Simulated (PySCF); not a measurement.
Method: PBE-D3(BJ)/def2-TZVP // PBE0-D3(BJ)/def2-TZVP run with PySCF. Isolated molecules, 0 K electronic values unless said otherwise. 

Reference species (SMILES): `[SiH]=C` (neutral, multiplicity 2).

```yaml
dipole_moment: 0.50 D
```

Changed species: `C[C]=O` (radical fragment; the reference has radical fragment).

Problem. Predict the effect on the dipole moment.

Solution. the dipole moment goes up by 1.92 D, to 2.42 D.
